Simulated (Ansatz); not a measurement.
A run of Ansatz (development build ahead of 0.2.0) on singlet BH₃ at this shape:

```
atom    x (Å)    y (Å)    z (Å)
   B  -0.0327  -0.0105   0.0363
   H   1.2172   0.0195  -0.0448
   H  -0.5711   1.0270  -0.0339
   H  -0.6064  -1.0033  -0.0276
```

Its results:

```yaml
Converged: yes
Reference_energy: -26.06376 hartree
Correlation_energy: -0.03632 hartree
Total_energy: -26.10008 hartree
Spin_squared_of_the_determinant: 0.000
```

**Question.** Which input gives this output? Name the method, the orbitals and the basis set, and write the input.

**Answer.** RHF-MP2 in STO-3G. An unrestricted run that stays on the closed shell gives the same numbers.

```yaml
crystal:
  periodic: [false, false, false]
  atoms:
    - { symbol: B, position_ang: [-0.03269, -0.01053, 0.03634] }
    - { symbol: H, position_ang: [1.21724, 0.01946, -0.0448] }
    - { symbol: H, position_ang: [-0.57112, 1.02701, -0.03387] }
    - { symbol: H, position_ang: [-0.60638, -1.00332, -0.02761] }
basis:
  gaussian: { orbitals: STO-3G }
hamiltonian:
  xc: hf
correlation:
  method: mp2
  frozen_orbitals: { B: 1, H: 0 }
```
